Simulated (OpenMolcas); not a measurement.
# One shape, several levels: triplet [PH2]−

Aim: a comparison of 6 runs (UHF/3-21G, U-r2SCAN/3-21G, UB3LYP/3-21G, UM06-2X/3-21G, UPBE/3-21G, USVWN5/3-21G) of triplet [PH2]−. 

The results are computed with OpenMolcas 26.06.

## (1) Starting point

The species is [PH2]− (3 atoms), meant as a triplet with charge -1. As SMILES of the parent species, `[PH2-]`. The shape is that of a GFN2-xTB optimisation. That shape belongs to the parent species and isn't relaxed for this state.

Bond lengths: P1–H2 1.345 Å, P1–H3 1.345 Å. Angles: H2–P1–H3 91.0°.

## (2) The energy at UHF/3-21G (run 1)

Input file test.input:

```
&GATEWAY
 BasLib=$CurrDir
 Coord
 3
 bohr
 P      0.94282216    -0.55478580     0.46307739
 H      0.19953618     1.87124460     0.31205047
 H     -1.14233944    -1.31647770    -0.77512786
 Basis=3-21G
 Group=NoSym

&SEWARD

&SCF
 UHF
 Charge=-1
 Spin=3
 Thresholds=1e-10 1e-07 1e-07 1e-05
 PrOrbitals=1 1
```

The basis set 3-21G is read from a file made from the Basis Set Exchange's data (not shown).

Launch:

```bash
export MOLCAS_MEM=1860
pymolcas test.input > test.log
```

Log:

```text
--- Start Module: gateway ---
[...]
--- Stop Module: gateway /rc=_RC_ALL_IS_WELL_ ---
--- Start Module: seward ---
[...]
      Basis functions           17
--- Stop Module: seward /rc=_RC_ALL_IS_WELL_ ---
--- Start Module: scf ---
[...]
       Convergence after  15 Iterations
[...]
::    Total SCF energy                               -339.9342761553
[...]
      Total spin, S                                     1.0029826868
[...]
      Total electronic charge=   18.000000
      Total            charge=   -1.000000
[...]
      Dipole Moment (debye):
      Origin of the operator (angstrom)=    0.4532   -0.2667    0.2226
                   X= -6.9478E-01               Y=  4.0907E-01               Z= -3.4122E-01           Total=  8.7550E-01
      Center of Charge (angstrom)
[...]
--- Stop Module: scf /rc=_RC_ALL_IS_WELL_ ---
[...]
```

Run time: 1.1 s. Hardware: 1 thread of Intel Xeon 6975P-C (Granite Rapids), shared host; peak memory 0.37 GiB.

## (3) The energy at U-r2SCAN/3-21G (run 2)

Input file test.input:

```
>>> EXPORT MOLCAS_PRINT=2

&GATEWAY
  BasLib = $CurrDir
  Coord
  3
  bohr
  P      0.94282216    -0.55478580     0.46307739
  H      0.19953618     1.87124460     0.31205047
  H     -1.14233944    -1.31647770    -0.77512786
  Basis = 3-21G
  Group = NoSym

&SEWARD
  GridInput
  Grid=UltraFine
  End of Grid

&SCF
  UHF
  Charge = -1
  Spin = 3
  KSDFT = 2
  1.0 MGGA_X_R2SCAN
  1.0 MGGA_C_R2SCAN
  Thresholds = 1e-10 1e-07 1e-07 1e-05
  PrOrbitals = 1 1
```

The basis set 3-21G is read from a file made from the Basis Set Exchange's data (not shown).

Launch:

```bash
export MOLCAS_MEM=1860
pymolcas test.input > test.log
```

Log:

```text
--- Start Module: gateway ---
[...]
--- Stop Module: gateway /rc=_RC_ALL_IS_WELL_ ---
--- Start Module: seward ---
[...]
      Basis functions           17
--- Stop Module: seward /rc=_RC_ALL_IS_WELL_ ---
--- Start Module: scf ---
[...]
       Convergence after  14 Iterations
[...]
::    Total KS-DFT energy                            -340.5385266496
[...]
      Total spin, S                                     1.0009321100
[...]
      Total electronic charge=   18.000000
      Total            charge=   -1.000000
[...]
      Dipole Moment (debye):
      Origin of the operator (angstrom)=    0.4532   -0.2667    0.2226
                   X= -8.9354E-01               Y=  5.2598E-01               Z= -4.3885E-01           Total=  1.1259E+00
      Center of Charge (angstrom)
[...]
--- Stop Module: scf /rc=_RC_ALL_IS_WELL_ ---
[...]
```

Wall time 3.9 s (1 thread of Intel Xeon 6975P-C (Granite Rapids), shared host); peak memory 0.37 GiB.

Run 3 isn't shown in full; the table further down has it.

## (4) A single-point energy at UM06-2X/3-21G (run 4)

Input file test.input:

```
* H2P Kohn-Sham DFT
&GATEWAY
BasLib=$CurrDir
Coord
3
bohr
P      0.94282216    -0.55478580     0.46307739
H      0.19953618     1.87124460     0.31205047
H     -1.14233944    -1.31647770    -0.77512786
Basis=3-21G
Group=NoSym
&SEWARD
GridInput
Grid=UltraFine
End of Grid
&SCF
UHF
Charge=-1
Spin=3
KSDFT=M062X
Thresholds=1e-10 1e-07 1e-07 1e-05
PrOrbitals=1 1
```

The basis set 3-21G is read from a file made from the Basis Set Exchange's data (not shown).

Launch:

```bash
export MOLCAS_MEM=1860
pymolcas test.input > test.log
```

Log:

```text
--- Start Module: gateway ---
[...]
--- Stop Module: gateway /rc=_RC_ALL_IS_WELL_ ---
--- Start Module: seward ---
[...]
      Basis functions           17
--- Stop Module: seward /rc=_RC_ALL_IS_WELL_ ---
--- Start Module: scf ---
[...]
       Convergence after  14 Iterations
[...]
::    Total KS-DFT energy                            -340.5421749298
[...]
      Total spin, S                                     1.0007793204
[...]
      Total electronic charge=   18.000000
      Total            charge=   -1.000000
[...]
      Dipole Moment (debye):
      Origin of the operator (angstrom)=    0.4532   -0.2667    0.2226
                   X= -7.6253E-01               Y=  4.4890E-01               Z= -3.7451E-01           Total=  9.6085E-01
      Center of Charge (angstrom)
[...]
--- Stop Module: scf /rc=_RC_ALL_IS_WELL_ ---
[...]
```

Run time: 4.2 s. Hardware: 1 thread of Intel Xeon 6975P-C (Granite Rapids), shared host; peak memory 0.37 GiB.

Run 5 isn't shown in full; the table further down has it.

## (5) The energy at USVWN5/3-21G (run 6)

Input file test.inp:

```
&GATEWAY
 BasLib=$CurrDir
 Coord
 3
 bohr
 P      0.94282216    -0.55478580     0.46307739
 H      0.19953618     1.87124460     0.31205047
 H     -1.14233944    -1.31647770    -0.77512786
 Basis=3-21G
 Group=NoSym

&SEWARD
 GridInput
 Grid=UltraFine
 End of Grid

&SCF
 UHF
 Charge=-1
 Spin=3
 KSDFT=SVWN5
 Thresholds=1e-10 1e-07 1e-07 1e-05
 PrOrbitals=1 1
```

The basis set 3-21G is read from a file made from the Basis Set Exchange's data (not shown).

Launch:

```bash
export MOLCAS_MEM=1860
pymolcas test.inp > test.log
```

Log:

```text
--- Start Module: gateway ---
[...]
--- Stop Module: gateway /rc=_RC_ALL_IS_WELL_ ---
--- Start Module: seward ---
[...]
      Basis functions           17
--- Stop Module: seward /rc=_RC_ALL_IS_WELL_ ---
--- Start Module: scf ---
[...]
       Convergence after  14 Iterations
[...]
::    Total KS-DFT energy                            -339.2912898536
[...]
      Total spin, S                                     1.0001207336
[...]
      Total electronic charge=   18.000000
      Total            charge=   -1.000000
[...]
      Dipole Moment (debye):
      Origin of the operator (angstrom)=    0.4532   -0.2667    0.2226
                   X= -8.8952E-01               Y=  5.2361E-01               Z= -4.3688E-01           Total=  1.1208E+00
      Center of Charge (angstrom)
[...]
--- Stop Module: scf /rc=_RC_ALL_IS_WELL_ ---
[...]
```

Wall time 2.2 s (1 thread of Intel Xeon 6975P-C (Granite Rapids), shared host); peak memory 0.37 GiB.

## (6) All runs side by side

```csv
run,level,integration grid,energy (Eh),HOMO energy (eV),⟨S²⟩,wall time
1,UHF/3-21G,–,-339.934276,4.55,2.009,1.1 s
2,U-r2SCAN/3-21G,UltraFine,-340.538527,7.28,2.003,3.9 s
3,UB3LYP/3-21G,UltraFine,-340.604371,6.89,2.002,3.3 s
4,UM06-2X/3-21G,UltraFine,-340.542175,5.97,2.002,4.2 s
5,UPBE/3-21G,UltraFine,-340.414255,7.50,2.001,2.9 s
6,USVWN5/3-21G,UltraFine,-339.291290,7.61,2.000,2.2 s
```

## (7) What came out

```
                                 quantity          value
                      run 6: total energy  -339.29129 Eh
run 6: HOMO energy (highest over α and β)        7.61 eV
                              run 6: ⟨S²⟩          2.000
```

In words: Totals of different functionals can't be ranked against each other. In runs 1, 2, 3, 4, 5, 6 the HOMO lies above zero, so the outermost electron may be held by the basis alone. All runs together took 18 s, the longest 4.2 s.
